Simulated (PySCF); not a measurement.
**SMILES C(#CC#C)OC, C5H4O**

Cartesian coordinates in Å; atom numbers follow the order of the lines, from 1:
```xyz
10

C     3.488    0.168   -0.533
C     2.288    0.222   -0.443
C     0.936    0.263   -0.332
C    -0.267    0.344   -0.261
O    -1.559    0.430   -0.179
C    -2.215   -0.650    0.463
H     4.532    0.130   -0.615
H    -2.046   -1.588   -0.073
H    -1.871   -0.761    1.496
H    -3.277   -0.407    0.453
```

Theory: PySCF, TDDFT CAM-B3LYP/def2-SVPD excited states, vertical, gas phase. Geometry: GFN2-xTB.

(1) How strongly do the lowest singlets absorb one photon, and two photons of half the energy?

Answers

(1) δ for parallel linear polarisation; σ at the peak of a Lorentzian of half width 0.1 eV, single beam; Ω is circular over linear.
```tsv
state	E (eV)	f	photon λ (nm)	δ (au)	σ (GM)	Ω	main
S1	4.57	0.000	542	<0.1	0.00	–	HOMO→LUMO 0.87
S2	5.03	0.001	493	10.3	0.10	0.69	HOMO→LUMO+1 0.50, HOMO−1→LUMO 0.43
S3	5.28	0.000	470	0.11	0.00	1.50	HOMO−1→LUMO+1 0.96
S4	6.21	0.008	399	24.4	0.34	1.50	HOMO→LUMO+2 0.79, HOMO→LUMO+3 0.10
S5	6.69	0.006	370	38.2	0.63	0.86	HOMO−1→LUMO+2 0.77, HOMO−1→LUMO+3 0.12
```

Among these, the strongest one-photon state is S4, the strongest two-photon state S5, with a dipole change of 4.8 D (relaxed, norm of the difference vector).
